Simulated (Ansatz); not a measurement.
The input, for Ansatz 0.2.0:

```yaml
crystal:
  periodic: [false, false, false]
  atoms:
    - {symbol: O, position_ang: [0.000000, 0.086163, 1.502239]}
    - {symbol: Ga, position_ang: [0.000000, -0.040211, -0.330094]}
    - {symbol: H, position_ang: [0.000000, 1.413842, -1.011723]}
basis:
  gaussian: {orbitals: cc-pVTZ}
magnetization: {spin_polarized: true, initial_magnetization: 4}
correlation: {method: ccsdt_q, electrons: outside_noble_gas}
```

```sh
$ ansatz run in.yaml --threads 2 --pin off --events-out ev --progress --plain --max-ram 24576MiB --backend cuda --devices 0, --max-vram 18GiB
```

Roughly how long does this take on 2 threads of AMD EPYC 7R13 with a shared H100 80 GB, shared host, and how much host memory?

68 s wall and 0.84 GiB.

```
1053 factors; integrals over basis functions are off by at most 2.0e-7 eV
mean field evaluation 1: about -54381.0954 eV, gradient 1.6e1 eV
mean field evaluation 2: about -54381.1015 eV, gradient 1.6e1 eV
mean field evaluation 4: about -54383.2117 eV, gradient 2.7e0 eV
mean field evaluation 8: about -54383.3973 eV, gradient 4.6e-1 eV
mean field evaluation 16: about -54383.4490 eV, gradient 1.2e-6 eV
mean field evaluation 32: about -54383.4490 eV, gradient 3.4e-2 eV
mean field evaluation 64: about -54383.4466 eV, gradient 4.4e-1 eV
mean field evaluation 96: about -54382.0649 eV, gradient 5.1e0 eV
mean field evaluation 128: about -54382.4880 eV, gradient 2.1e0 eV
mean field evaluation 160: about -54382.6596 eV, gradient 5.6e-1 eV
...
cycle  25  -6.31288960 eV  change   -3.9e-6 eV  update   6.6e-6
cycle  26  -6.31288834 eV  change    1.3e-6 eV  update   4.4e-6
cycle  27  -6.31288850 eV  change   -1.6e-7 eV  update   2.7e-6
cycle  28  -6.31288883 eV  change   -3.2e-7 eV  update   1.8e-6
cycle  29  -6.31288802 eV  change    8.1e-7 eV  update   1.1e-6
cycle  30  -6.31288766 eV  change    3.5e-7 eV  update   7.6e-7
cycle  31  -6.31288700 eV  change    6.7e-7 eV  update   5.0e-7
cycle  32  -6.31288643 eV  change    5.7e-7 eV  update   3.7e-7
cycle  33  -6.31288590 eV  change    5.3e-7 eV  update   2.6e-7
cycle  34  -6.31288569 eV  change    2.1e-7 eV  update   1.8e-7
perturbative correction -0.01689259 eV, -0.0006207914 hartree
Total energy: -54389.77879362 eV, -1998.7875039494 hartree
```
